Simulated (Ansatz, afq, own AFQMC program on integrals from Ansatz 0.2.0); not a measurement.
PtN2⁺, quartet in def2-SVP, levels against CCSDT(Q)

```xyz
3

Pt    0.0000    0.0180    1.7500
N     0.0000   -0.1211   -0.3381
N     0.0000    0.1031   -1.4119
```

Connectivity, by distances: Pt–N–N.

Basis def2-SVP with its core potentials. Noble-gas cores (and the filled d shells of Ga–Kr and In–Xe) are frozen. Ansatz 0.2.0 and our own AFQMC program on the same integrals; the CISD trial comes from CCSD amplitudes, and released means the phaseless constraint is let go. ± is one standard error of the sampling. No spin–orbit coupling. The metal's outer-core s and p shells are frozen, which shifts wave-function levels against functionals.

Determinant: UHF, the one that the program's search chose, which needn't be the lowest solution. The geometry is a PBE0/def2-TZVP stationary point of this or a neighbouring charge and spin state.

No full CI on the walks' own integrals is used here; CCSDT(Q) serves as the reference and is uncertain by about the last step of the cluster series.

Cautions: no spin-orbit coupling; outer-core shells of the metal frozen; lower spins were not checked; higher spins were not checked; released walk and highest rung disagree (by 18 meV at 1.20 1/Eh, later times being noisier).

- T1 diagnostic: 0.0195
- weight of the determinant in the CISD state: 0.845
- ⟨S²⟩ of the determinant: 3.783
- size of the correlated space: 19 electrons in 54 orbitals

Reference: CCSDT(Q), correlation energy -13.446 eV. The released energy is read at 1.20 1/Eh, later times being too noisy (meV from the phaseless value at times in 1/Eh: -18 ± 7 at 0.24, -32 ± 7 at 0.60, -25 ± 6 at 1.20, -37 ± 12 at 1.80, -45 ± 14 at 2.60).

```csv
level,E − E(reference) (kJ/mol),share of correlation (%)
HF,1297.3,0.00
MP2,57.4,95.57
CCSD,46.8,96.39
CCSD(T),6.2,99.52
CCSDT,5.6,99.57
ph-AFQMC/HF,5.5 ± 3.9,99.57
ph-AFQMC/CISD,4.1 ± 0.6,99.69
released AFQMC,1.7 ± 0.6,99.87
```

A walk keeps the symmetry of its determinant, which the program's search chose and which needn't be the lowest solution, so a lower state of the same spin and another symmetry isn't excluded. Released energies are given only where the last usable release times agree within the noise; a slower fall can still hide under it.
